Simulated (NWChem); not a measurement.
**Correlation energy of diphosphorus (P$_{2}$)**

```xyz
2

P      0.0000     0.0000     0.9455
P      0.0000     0.0000    -0.9455
```
Charge 0, spin multiplicity 1.

The numbers come from NWChem runs, not from measurements. The geometry was optimised at PBE0/def2-SVP, a minimum by its harmonic frequencies.

Basis set: 3-21G. Each correlation energy counts from its own Hartree-Fock reference.

```csv
method,correlation energy (mHa),difference from CCSD(T)
CCSDT,-147.5,-0.2
CCSD,-142.5,+4.9
CR-CCSD(T),-146.2,+1.1
CCSD+T(CCSD),-147.8,-0.4
SCS-MP2,-138.7,+8.6
CR-CCSD[T],-146.5,+0.8
MP2,-143.2,+4.2
CCSD(T),-147.4,0.0
```

The values span 9.0 mHa, from CCSD+T(CCSD) (lowest) to SCS-MP2 (highest). 

The correlated methods keep 10 core orbitals frozen. No row is a measurement; the coupled-cluster row has its own basis-set and correlation limits.
